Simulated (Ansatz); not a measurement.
# Basis-set limit of AlSi2NH7, doublet

```xyz
11

Al   -0.9548    1.8104   -0.3219
N    -0.0999    0.2465    0.0009
Si   -0.1000   -0.4621    1.6102
Si    0.8168   -0.5883   -1.2503
H    -0.9083    2.4008   -1.7910
H    -1.6995    2.4973    0.8965
H    -0.0361   -1.9592    1.4993
H    -1.3404   -0.0536    2.3473
H     0.9200    0.2962   -2.4491
H     0.1528   -1.8692   -1.6456
H     2.1933   -0.9148   -0.7625
```

Ansatz 0.2.0, UHF determinant, valence electrons correlated. Energies in eV.

| set | X | functions | Hartree–Fock | MP2 correlation | CCSD(T) correlation | time |
| --- | --- | --- | --- | --- | --- | --- |
| def2-TZVPP | 3 | 255 | -23902.2607 | -14.2558 | -16.3613 | 13 s on 1 × NVIDIA H100 80GB HBM3 with 1 thread of AMD EPYC 7R13 Processor (Zen 3) (shared host) |
| def2-QZVPP | 4 | 477 | -23903.0436 | -15.2730 | -17.2550 | 4.8 min on 1 × NVIDIA H100 80GB HBM3 with 1 thread of AMD EPYC 7R13 Processor (Zen 3), with other jobs on the host |

Hartree–Fock is taken to follow E(X) = E∞ + A·exp(−7.88·√X), correlation E(X) = E∞ + B·X^−2.97.

Q: Work out the CCSD(T) energy at the limit, and how far the shortcut misses it that extrapolates MP2 and adds CCSD(T) minus MP2 from the smaller set.

A: Hartree–Fock: E∞ = E4 + 0.1377·(E4 − E3) = -23903.1514. Correlation: E∞ = E4 + 0.7407·(E4 − E3) = -17.9171 for CCSD(T) and -16.0264 for MP2. The limit is -23921.0685 eV, 0.770 eV below def2-QZVPP. The shortcut gives a correlation energy of -16.0264 + (-2.1054) = -18.1318, 215 meV lower than the direct value.

Past Ne part of the Hartree–Fock step between the two sets comes from the cores, which don't follow the formula, so the 108 meV that it adds to the total can overshoot; that part largely cancels in differences.
